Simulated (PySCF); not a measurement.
# How exact exchange moves a shielding

Molecule: SMILES CCC1=C[C@@H]1F, C₅H₇F.

Geometry:
```
atom   x (Å)   y (Å)   z (Å)
  C1  -1.868   0.000   0.377
  C2  -0.744   0.314  -0.599
  C3   0.593  -0.067  -0.108
  C4   1.366  -0.566   0.827
  C5   2.036  -0.067  -0.376
  F6   2.726   1.127  -0.317
  H7  -1.723   0.535   1.328
  H8  -2.844   0.296  -0.034
  H9  -1.907  -1.076   0.603
 H10  -0.717   1.392  -0.836
 H11  -0.911  -0.186  -1.570
 H12   1.479  -1.007   1.815
 H13   2.524  -0.711  -1.123
```

GIAO shieldings (ppm, equivalent atoms averaged) in PySCF 2.14.0 with density-fitted response routines on the PBE0-D3(BJ)/def2-SVP geometry, basis pcSseg-1, gas phase, non-relativistic:

```csv
functional,exact exchange (%),σ(C5),σ(C2),σ(F6)
BLYP,0,104.0,150.6,331.5
BP86,0,108.6,155.8,335.0
PBE,0,109.0,156.1,333.9
B3LYP,20,111.2,156.3,343.6
PBE0,25,117.3,162.4,347.8
BHandHLYP,50,120.8,163.1,357.1
HF,100,135.9,172.7,374.7
```

Question: Fit each shielding as a line in the percentage of exact exchange.

Answer: σ(C5) = 107.3 + 0.29 x (rms 2.0 ppm); σ(C2) = 154.4 + 0.18 x (rms 2.2 ppm); σ(F6) = 334.6 + 0.42 x (rms 1.8 ppm). The functionals also differ in their semilocal parts, which the line can't hold; Hartree–Fock has no correlation at all.

Question: What does the line predict for mPW1PW91 (25 %), and what does the run give?

Answer: σ(C5): 114.5 predicted, 116.5 computed; σ(C2): 158.9 predicted, 161.5 computed; σ(F6): 345.1 predicted, 348.0 computed ppm.
